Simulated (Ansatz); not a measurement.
# CHSi₂ (doublet): wave-function methods side by side at a displaced geometry (v2), cc-pVDZ

One table from this session's results is given with a row withheld; the runs are named, their logs left out.

Method: cc-pVDZ, core rule «outside noble gas», up to 11 orbitals frozen; program: Ansatz 0.2.0, Gaussian basis.

Plan: UHF; CCSD(T) on ROHF; CCSD(T) on UHF; BCCD(T) on ROHF; CISD as a restricted active space (open shells left free, so some higher excitations enter); CCSDT(Q) on ROHF; CCSDT(Q) on UHF; CASSCF and MRCISD+Q, 9 electrons in 9 orbitals; CASSCF and NEVPT2, 9 electrons in 9 orbitals.

16 further runs of the same task are left out: 8 that didn't finish, 8 set aside as unsound or not needed. Runs told in other sessions of the task aren't counted.

### The system

The geometry is a PBE0/def2-TZVP stationary point (not a proven minimum) with its atoms shifted at random (size 0.100 Å).

4 atoms, charge 0, spin multiplicity 2.

Atoms are counted from 1 here; the program's logs count them from 0.

Bond lengths: C1–Si2 1.747 Å, C1–Si3 1.729 Å, Si2–Si3 2.442 Å, Si2–H4 1.539 Å. Angles: Si2–C1–Si3 89.2°, C1–Si2–Si3 45.1°, C1–Si2–H4 120.1°, Si3–Si2–H4 164.1°, C1–Si3–Si2 45.7°.

Set-up of the first run:

in.yaml

```yaml
crystal:
  periodic: [false, false, false]
  atoms:
    - {symbol: C, position_ang: [0.102825, -1.012166, -0.028497]}
    - {symbol: Si, position_ang: [-0.062049, 0.240398, 1.178206]}
    - {symbol: Si, position_ang: [0.014571, 0.196061, -1.261857]}
    - {symbol: H, position_ang: [0.097680, -0.100551, 2.670467]}
basis:
  gaussian: {orbitals: cc-pVDZ}
magnetization: {spin_polarized: true, initial_magnetization: 1}
hamiltonian: {xc: hf}
output: {orbitals: {seedname: orbitals}}
```

Command:

```sh
ansatz run in.yaml --threads 1 --pin off --events-out ev --progress --plain --max-ram 2393MiB
```

Among the steps run: UHF; CCSD(T) on ROHF; CCSD(T) on UHF; BCCD(T) on ROHF; CISD as a restricted active space (open shells left free, so some higher excitations enter); CCSDT(Q) on ROHF; CCSDT(Q) on UHF; CASSCF and MRCISD+Q, 9 electrons in 9 orbitals; CASSCF and NEVPT2, 9 electrons in 9 orbitals.

One of the session's tables, all rows but one given; the rest of the session is left out.

It belongs to the step «Misses and costs». 

| method | from RCCSDT(Q) (meV) |
| --- | --- |
| ROHF | +9380.5 |
| UHF | +8964.3 |
| RMP2 | +1460.9 |
| UMP2 | +1564.1 |
| CISD | +1728.3 |
| RCCSD | +598.2 |
| UCCSD | +575.4 |
| RCCSD(T) | +92.7 |
| UCCSD(T) | +96.5 |
| BCCD(T) | +80.9 |
| RCCSDT | +53.3 |
| UCCSDT | +48.7 |
| RCCSDT(Q) | 0 |
| UCCSDT(Q) | -3.7 |
| CASSCF frontier | +6606.1 |
| NEVPT2 frontier | +1475.5 |
| MRCISD frontier | ? |
| MRCISD+Q frontier | +149.7 |

Estimate the missing values for MRCISD frontier.

The run gave: from RCCSDT(Q) (meV): +835.8. In the column «from RCCSDT(Q) (meV)» it lies between RCCSD (+598.2) and RMP2 (+1460.9).

To keep in mind: Warnings: spin contamination; large T1 diagnostic. Restricted and unrestricted rows rest on different reference determinants; a gap between their highest levels can come from leftover correlation error, from unlike frozen cores or from another state.
